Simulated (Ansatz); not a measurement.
Cost and result for the atomization energy of C3H6O2S (`OC1COCS1`) (12 atoms, 12 bonds).

Cartesian coordinates in Å:
```
O -0.339 -0.718 -1.652
C -0.310 0.437 -0.850
C -1.050 0.114 0.452
O -0.141 -0.052 1.525
C 1.155 -0.243 1.055
S 1.355 0.918 -0.329
H 0.264 -0.587 -2.389
H -0.756 1.292 -1.367
H -1.735 0.919 0.728
H -1.619 -0.807 0.286
H 1.314 -1.266 0.692
H 1.862 -0.007 1.849
```

The species carries charge 0 and has multiplicity 1. Geometry: relaxed with PBE0-D4/def2-TZVP. It is one conformer, not always the lowest. Program: Ansatz. All runs use 4 threads of an Intel Xeon 6975P-C on a shared host. Times are those of one run each, without the atoms' runs, and a repeat can differ threefold. Electronic energies, without spin–orbit coupling; frozen cores. CCSD(T)/CBS adds CCSD(T) − MP2 in def2-TZVPP to the MP2 limit, and its time is that of the two runs behind it. T1 = 0.012. B3LYP takes the VWN-RPA correlation (the form of Gaussian; ORCA's B3LYP/G).

CCSD(T)/CBS is a level of theory with its own doubt, some kJ/mol a heavy atom from the limit and from the frozen cores, so smaller differences don't rank the functionals.

```json
{"level": "LDA (SPW92)/def2-TZVPP", "functions": "281", "wall time": "1.1 s"}
{"level": "revPBE-D4/def2-TZVPP", "functions": "281", "wall time": "1.6 s"}
{"level": "BLYP-D4/def2-TZVPP", "functions": "281", "wall time": "1.7 s"}
{"level": "PBE0-D4/def2-TZVPP", "functions": "281", "wall time": "2.5 s"}
{"level": "CAM-B3LYP-D4/def2-TZVPP", "functions": "281", "wall time": "2.8 s"}
{"level": "r2SCAN-D4/def2-TZVPP (with forces)", "functions": "281", "wall time": "3.2 s"}
{"level": "B3LYP-D4/def2-TZVPP (with forces)", "functions": "281", "wall time": "3.7 s"}
{"level": "CCSD(T)/def2-SVP", "functions": "118", "wall time": "4.2 s"}
{"level": "ωB97X-V/def2-TZVPP", "functions": "281", "wall time": "5.5 s"}
{"level": "B97M-V/def2-TZVPP", "functions": "281", "wall time": "5.5 s"}
{"level": "MP2/def2-QZVPP", "functions": "535", "wall time": "21 s"}
{"level": "CCSD(T)/def2-TZVPP", "functions": "281", "wall time": "100 s"}
{"level": "CCSD(T)/CBS(def2)", "functions": "–", "wall time": "2.1 min"}
```

**Question.** What atomization energy does each give, and how far from CCSD(T)/CBS? (An estimate is asked.)

**Answer.** The calculation gave: 
| level | atomization (kcal/mol) | difference from CCSD(T)/CBS | per bond |
| --- | --- | --- | --- |
| LDA (SPW92)/def2-TZVPP | 1328.8 | 201.9 | 16.8 |
| revPBE-D4/def2-TZVPP | 1131.9 | 5.0 | 0.4 |
| BLYP-D4/def2-TZVPP | 1125.7 | -1.2 | -0.1 |
| PBE0-D4/def2-TZVPP | 1135.6 | 8.7 | 0.7 |
| CAM-B3LYP-D4/def2-TZVPP | 1128.5 | 1.6 | 0.1 |
| r2SCAN-D4/def2-TZVPP (with forces) | 1131.8 | 4.9 | 0.4 |
| B3LYP-D4/def2-TZVPP (with forces) | 1121.9 | -5.0 | -0.4 |
| CCSD(T)/def2-SVP | 1061.4 | -65.5 | -5.5 |
| ωB97X-V/def2-TZVPP | 1130.9 | 4.0 | 0.3 |
| B97M-V/def2-TZVPP | 1127.1 | 0.2 | 0.0 |
| MP2/def2-QZVPP | 1142.2 | 15.3 | 1.3 |
| CCSD(T)/def2-TZVPP | 1094.3 | -32.6 | -2.7 |
| CCSD(T)/CBS(def2) | 1126.9 | 0.0 | 0.0 |

From r2SCAN to r2SCAN0 (25 % exact exchange), in def2-TZVPP and without D4, the atomization energy moves by −23.6 kcal/mol: exact exchange takes away binding that semilocal exchange gives to molecules. Leaving LDA and LC-ωPBE aside and taking each functional with its dispersion term where it has one, the values, not all of them listed here, spread over 87.5 kcal/mol, from BHLYP-D4 to PBE-D4. LDA lies +170.4 kcal/mol from PBE without D4, its usual overbinding. The D4 term adds +10.8 kcal/mol with B3LYP and +5.6 kcal/mol with PBE0; it sums over pairs of atoms, weighted by their polarisabilities, and B3LYP, whose exchange is more repulsive, gets the larger term.
